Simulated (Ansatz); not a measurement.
Consider the ligand exchange at the Si–N bond: `C[Si]N` + H₂S → `C[Si]S` + NH₃.

Isolated molecules relaxed with PBE0-D4/def2-TZVP in Ansatz; ΔE leaves out vibrations. CCSD(T)/CBS is the MP2 limit (def2-TZVPP, def2-QZVPP) plus CCSD(T) − MP2 in def2-TZVPP, frozen cores. This one scheme is used for every species. DFT in def2-TZVPP. Each species was taken in one conformer, which may not be the lowest.

`C[Si]N`:

```xyz
8

C    -1.158   -0.211    0.231
Si    0.576   -0.635    0.893
N     1.507    0.253   -0.231
H    -1.207    0.682   -0.399
H    -1.871   -0.099    1.054
H    -1.511   -1.065   -0.362
H     2.515    0.247   -0.207
H     1.148    0.827   -0.980
```

H₂S:

Z-matrix (Å, degrees):
```
S
H 1 1.341
H 1 1.341 2 92.3
```

`C[Si]S`:

Z-matrix (Å, degrees):
```
C
Si 1 1.900
H 1 1.099 2 106.7
H 1 1.092 2 116.0 3 120.0
H 1 1.093 2 110.2 3 -115.1
S 2 2.131 1 95.9 3 -93.6
H 6 1.344 2 96.6 1 177.6
```

NH₃:

Z-matrix (Å, degrees):
```
N
H 1 1.013
H 1 1.013 2 107.1
H 1 1.013 2 107.1 3 -114.5
```

CCSD(T)/CBS gives -4.2 kJ/mol.

Another level gave -1.2 kJ/mol. Which?
A. HF/def2-TZVPP
B. PBE-D4/def2-TZVPP
C. B2PLYP/def2-TZVPP
D. B97M-V/def2-TZVPP

C. B2PLYP -1.2, B97M-V -6.7, PBE-D4 -12.1, HF/def2-TZVPP 5.2 kJ/mol.

What do rigid-rotor, harmonic-oscillator terms from PBE0-D4/def2-TZVP frequencies (298.15 K, 1 bar) make of the CCSD(T)/CBS value? (Best estimate.)

Computed: ΔZPE = +7.6 kJ/mol, ΔH = +3.7 kJ/mol, ΔS = -6 J/(mol·K), ΔG = +5.3 kJ/mol. Modes under 50 cm⁻¹ make the entropy rough.

Largest T1 diagnostic among the species: 0.014.

From BLYP to BHLYP (50 % exact exchange), in def2-TZVPP and without D4, ΔE moves by +4.2 kJ/mol. In def2-TZVPP, CCSD(T) changes the Hartree–Fock value by −6.2 kJ/mol (the triples alone add −2.5 kJ/mol) and MP2 by −8.9 kJ/mol. At CCSD(T), def2-SVP lies +9.1 kJ/mol from the extrapolated value and def2-TZVPP +3.2 kJ/mol.
